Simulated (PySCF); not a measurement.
Molecule: allyl alcohol (C(=C)CO, C3H6O).

Bonds (- single, = double, # triple, : aromatic): C1=C2, C2-C3, C3-O4. C1 carries H5, H6; C2 carries H7; C3 carries H8, H9; O4 carries H10. H6 is cis to C3; H5 is trans to C3.

Frames of a GFN2-xTB Langevin trajectory at 200 K; GIAO PBE0/pcSseg-1 shieldings in PySCF 2.14.0 with density-fitted response routines, gas phase, non-relativistic; equivalent atoms averaged within each frame.

δ = σ(ref) − σ, references computed at the same level: $^{13}$C (σ = 186.93 ppm) and $^{1}$H (σ = 31.72 ppm) vs TMS; $^{17}$O (σ = 336.08 ppm) vs H2O. The references are static minima.

Q: How do the shifts (ppm) fluctuate along the trajectory?

A: 
```tsv
time (fs)	C2	C1	C3	O4	H7	H6	H5	H8/H9	H10
optimised geometry	149.2	121.9	71.8	44.7	6.39	5.46	5.33	4.45	0.31
250	156.0	119.5	76.9	43.9	6.66	5.94	5.05	5.05	0.05
425	147.3	124.4	77.1	46.9	6.40	5.56	5.56	4.71	0.30
625	150.5	129.3	70.0	35.4	7.01	6.29	6.42	4.27	-0.19
800	152.8	127.6	77.1	75.1	6.59	5.87	5.65	5.00	2.24
1000	159.7	121.9	73.0	19.0	6.92	5.53	5.15	4.57	-1.40
mean of frames	153.3	124.5	74.8	44.1	6.72	5.84	5.57	4.72	0.20
standard deviation	4.8	4.0	3.2	20.4	0.25	0.31	0.54	0.32	1.31
```

5 frames give an uncertainty of the mean of about the standard deviation over 2.2 at best, since frames this close in time may not be independent; classical motion lacks zero-point vibration, and the reference would need the same averaging.
